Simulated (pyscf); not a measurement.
## Four-centre exchange: H₃C–CH₂–O–Si(OH)(OH)–OH (SMILES CCO[Si](O)(O)O) + HO–SiH₃ (SMILES O[SiH3]) → H₃C–CH₃ (SMILES CC) + HO–SiH₂–O–Si(OH)(OH)–OH (SMILES O[SiH2]O[Si](O)(O)O)

Gas phase, singlet surface, charge 0. Bonds broken: C2–O3, Si17–H19. Bonds formed: C2–H19, O3–Si17. PySCF, gas phase, ωB97X-D3(BJ)/def2-SVP geometries.

Transition state (Å):

```xyz
21

C     -0.6558     1.7377     2.2607
C     -1.4670     0.4937     2.2939
O     -0.8427    -0.7235     0.7519
Si    -1.0557    -0.2548    -0.8408
O      0.1052     0.8619    -1.2065
O     -2.5025     0.5298    -0.9145
O     -1.1338    -1.5520    -1.8539
H      0.0964     1.7795     3.0582
H     -1.3576     2.5874     2.3489
H     -0.1559     1.8486     1.2852
H     -2.3265     0.4822     1.6200
H     -1.6667     0.0155     3.2537
H      1.0123     0.5923    -1.0193
H     -3.1727     0.1096    -1.4625
H     -0.4502    -2.2194    -1.7283
O      1.0658    -2.5655     2.2146
Si     0.7358    -1.1184     1.4228
H      1.4901    -3.2022     1.6290
H      0.0085    -0.5470     2.7320
H      1.6914     0.0507     1.4745
H      1.1830    -1.5947     0.0019
```

One imaginary mode, 917i cm⁻¹; descent along it reached the two sides named, in the forms told below.

| bond | change | reactant side (Å) | saddle | product side |
|---|---|---|---|---|
| C2–O3 | breaks | 1.423 | 2.061 | 5.1 |
| Si17–H19 | breaks | 1.481 | 1.603 | 4.1 |
| C2–H19 | forms | 3.0 | 1.858 | 1.103 |
| O3–Si17 | forms | 2.7 | 1.760 | 1.677 |

Electronic energies relative to the separated reactants (kJ/mol):

```tsv
level	barrier	reaction energy	reverse barrier
ωB97X-D3(BJ)/def2-TZVP	244.5	-216.6	461.1
PBE/def2-TZVP	217.9	-204.6	422.4
r²SCAN/def2-TZVP	219.3	-217.3	436.7
B3LYP-D3(BJ)/def2-TZVP	230.5	-213.7	444.2
PBE0-D3(BJ)/def2-TZVP	232.8	-210.1	442.9
M06-2X/def2-TZVP	257.1	-220.3	477.4
ωB97M-D3(BJ)/def2-TZVP	241.2	-215.8	457.0
HF/def2-TZVP	350.8	-215.3	566.1
```

With ωB97M-D3(BJ)/def2-TZVP energies and thermal terms (ideal gas, 1 atm, RRHO with modes under 100 cm⁻¹ raised to 100, one conformer, R ln 2 for chiral ones without a mode under 150 cm⁻¹), in kJ/mol:

| T (K) | ΔH‡ | ΔG‡ | ΔH | ΔG |
|---|---|---|---|---|
| 298 | 237.9 | 291.5 | -209.3 | -202.0 |
| 600 | 240.7 | 344.9 | -209.9 | -194.5 |
| 900 | 244.1 | 396.3 | -210.6 | -186.6 |
| 1200 | 247.5 | 446.5 | -211.3 | -178.5 |

On the reactant side the descent ends in a complex (not fully relaxed), 20.6 kJ/mol under the separated species and 265.1 kJ/mol under the saddle at ωB97X-D3(BJ)/def2-TZVP. From the product side, CH₃• + CH₃• + HO–SiH₂–O–Si(OH)(OH)–OH lies, by one bond made or cut, 46.6 kJ/mol under this saddle at ωB97M-D3(BJ)/def2-TZVP. One saddle was located; it need not be the lowest between these sides.
